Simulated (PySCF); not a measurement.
State search for NO⁺

Unrestricted PBE0; basis N def2-TZVP, O def2-TZVP; no relativity; PySCF 2.14. Outer shells of the fragments: N 2s2 2p3; O+ 2s2 2p3.

Followed along the bond (rough minima from three points):

```csv
2Ms+1,unpaired,⟨S²⟩ at the start,R at minimum (Å),Te (eV)
1,none,0.00,1.06,0.00
3,π ↑↑,2.01,1.27,6.60
5,π ↑↑↑↑,6.02,none in the scan,≤ 9.15
```

Solutions found at the starting distance of 1.355 Å, counted from the lowest of them; the search is not exhaustive and high or unbound solutions are not listed, so other states can lie among these:

| 2Ms+1 | unpaired | term | E (eV) | ⟨S²⟩ | ⟨Lz²⟩ | μ (D) |
| --- | --- | --- | --- | --- | --- | --- |
| 1 | none | ¹Σ⁺ | 0.00 | 0.00 | 0.00 | -1.05 |
| 3 | π ↑↑ | mixed | 2.81 | 2.01 | 2.01 | -0.51 |
| 3 | π ↑↑ | mixed | 3.78 | 2.01 | 2.00 | -0.75 |
| 1 | π ↑↓ | mixed | 4.04 | 1.00 | 2.01 | -0.85 |
| 3 | σ ↑, π ↑ | ³Π | 4.27 | 2.25 | 1.01 | -1.49 |
| 5 | π ↑↑↑↑ | ⁵Σ⁺ | 5.98 | 6.02 | 0.00 | 1.09 |
| 5 | σ ↑, π ↑↑↑ | ⁵Π | 6.19 | 6.01 | 1.00 | -1.13 |

A term symbol is given only where ⟨S²⟩ and ⟨Lz²⟩ are close to those of a pure state; real π, δ and φ orbitals otherwise mix terms. A positive dipole points towards O; it is taken about the centre of mass and depends on that origin.

Compare the gap between the two lowest followed solutions at the starting distance with the gap between their minima.

At PBE0 the second solution (triplet, unpaired electrons π ↑↑) lies +2.81 eV from the first (singlet, closed shell) at 1.355 Å and +6.60 eV at the minima; the two curves relax by different amounts, since their minima lie near 1.27 and 1.06 Å.

The measured ground state is X ¹Σ+ (Huber and Herzberg, Constants of Diatomic Molecules (1979)).

Counting both spins, an empty level lies below a filled one in some of these solutions, because spin and occupation are held.
